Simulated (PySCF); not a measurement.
## Which proton of `CSCC#N` (C3H5NS) is most acidic?

Molecule: `CSCC#N` (C3H5NS). Non-hydrogen atoms are numbered in `[CH3:1][S:2][CH2:3][C:4]#[N:5]`.

Energies: ωB97X-D3(BJ)/ma-def2-TZVP (PySCF, density fitting, integration grid level 2) on PBE0-D3(BJ)/ma-def2-SVP structures. Thermal corrections: PBE0-D3(BJ)/ma-def2-SVP frequencies, unscaled, ideal gas at 298.15 K and 1 bar, quasi-RRHO entropy.

```jsonl
{"site": "C3 (carbon α to the nitrile)", "product": "CS[CH-]C#N", "ΔH(acid) / eV": "15.60", "ΔG(acid) / eV": "15.26"}
```

ΔH and ΔG refer to AH → A⁻ + H⁺ in the gas phase. Sites whose products fell apart, merged with another or lost in a GFN2-xTB screen aren't listed.

Measured values (NIST Chemistry WebBook, evaluated or the median of agreeing entries): deprotonation enthalpy (ΔH) 1496 kJ/mol (computed 1505, difference 9); gas-phase acidity (ΔG) 1464 kJ/mol (computed 1472, difference 8).

Caveats: C1 is not listed: the run failed or kept an imaginary mode, or the ion rearranged or equalled another.
